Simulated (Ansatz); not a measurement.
## Ga, doublet: the ladder up to full CI

A free Ga atom.

Basis aug-cc-pVDZ; Ansatz 0.2.0. Only valence electrons are correlated (noble-gas cores and the filled d shells of p-block atoms frozen), which leaves 3 electrons in 22 orbitals. Prefix R: restricted or restricted open-shell reference. No spin–orbit coupling is included, and no scalar relativity.

Full CI is exact within this basis and frozen core; it isn't the basis-set limit.

- UHF ⟨S²⟩: 0.763
- T1 diagnostic (RCCSD): 0.0242
- largest doubles amplitude (RCCSD): 0.057

From what is known of these methods and the diagnostics, rank them by the size of their error in total energy against full CI in aug-cc-pVDZ, smallest first (an estimate: the text doesn't fix the numbers).
A. RMP2
B. RCCSD
C. RHF
D. RCCSD(T)

D (0.7 kJ/mol), B (2.5 kJ/mol), A (41.0 kJ/mol), C (125.7 kJ/mol).

All errors are against full CI in aug-cc-pVDZ. Within each family the higher level lies nearer, as is usual though not guaranteed.

Natural occupations of full CI about the gap: 1.902 0.983 0.038 0.038 0.011 0.008 0.008 0.006 0.004 0.000; effectively unpaired electrons, Σ n²(2−n)², 1.05.
